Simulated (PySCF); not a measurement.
Below is a simulated gas-phase C 1s photoelectron spectrum of 1-azetine (`N1CCC=1`).

Every computed line was given a Gaussian of 1.0 eV full width at half maximum and an area set by the number of equivalent atoms; the highest printed point is 100. Computed, not measured: delta-SCF UKS SCAN, pcX-2 on the ionised atom, pcseg-1 elsewhere, spin-free X2C in PySCF 2.14.0.

```json
{"binding energy (eV)": "289.7", "intensity": "0"}
{"binding energy (eV)": "289.8", "intensity": "0"}
{"binding energy (eV)": "289.9", "intensity": "1"}
{"binding energy (eV)": "290.0", "intensity": "1"}
{"binding energy (eV)": "290.1", "intensity": "2"}
{"binding energy (eV)": "290.2", "intensity": "4"}
{"binding energy (eV)": "290.3", "intensity": "7"}
{"binding energy (eV)": "290.4", "intensity": "11"}
{"binding energy (eV)": "290.5", "intensity": "17"}
{"binding energy (eV)": "290.6", "intensity": "25"}
{"binding energy (eV)": "290.7", "intensity": "34"}
{"binding energy (eV)": "290.8", "intensity": "45"}
{"binding energy (eV)": "290.9", "intensity": "57"}
{"binding energy (eV)": "291.0", "intensity": "70"}
{"binding energy (eV)": "291.1", "intensity": "81"}
{"binding energy (eV)": "291.2", "intensity": "90"}
{"binding energy (eV)": "291.3", "intensity": "97"}
{"binding energy (eV)": "291.4", "intensity": "100"}
{"binding energy (eV)": "291.5", "intensity": "99"}
{"binding energy (eV)": "291.6", "intensity": "94"}
{"binding energy (eV)": "291.7", "intensity": "86"}
{"binding energy (eV)": "291.8", "intensity": "75"}
{"binding energy (eV)": "291.9", "intensity": "63"}
{"binding energy (eV)": "292.0", "intensity": "50"}
{"binding energy (eV)": "292.1", "intensity": "39"}
{"binding energy (eV)": "292.2", "intensity": "28"}
{"binding energy (eV)": "292.3", "intensity": "20"}
{"binding energy (eV)": "292.4", "intensity": "13"}
{"binding energy (eV)": "292.5", "intensity": "8"}
{"binding energy (eV)": "292.6", "intensity": "5"}
{"binding energy (eV)": "292.7", "intensity": "3"}
{"binding energy (eV)": "292.8", "intensity": "2"}
{"binding energy (eV)": "292.9", "intensity": "1"}
{"binding energy (eV)": "293.0", "intensity": "0"}
{"binding energy (eV)": "293.1", "intensity": "0"}
```

Count the maxima, the lines and the sites behind this envelope.

The curve has 1 maximum (at 291.4 eV). Under it lie 3 lines from 3 inequivalent carbon sites. At this width some lines have no maximum of their own.

Decompose the envelope and assign each component. Numbering: `[CH:1]1=[N:2][CH2:3][CH2:4]1`.

| position (eV) | relative area | line | atoms | environment |
| --- | --- | --- | --- | --- |
| 291.12 | 1 | C 1s | C4 | four-membered-ring carbon |
| 291.44 | 1 | C 1s | C3 | sp3 carbon bound to nitrogen |
| 291.69 | 1 | C 1s | C1 | imine carbon |

The listed C 1s values span 0.57 eV, from C4 (bonded to 2 C and 2 H) to C1 (bonded to N (double bond), C and H). The widest gap between neighbouring values is 0.32 eV, between 291.12 and 291.44 eV.

The curve has no shake-up lines and no vibrational structure. Geometry: GFN2-xTB; no solvent, vibrations or thermal averaging.
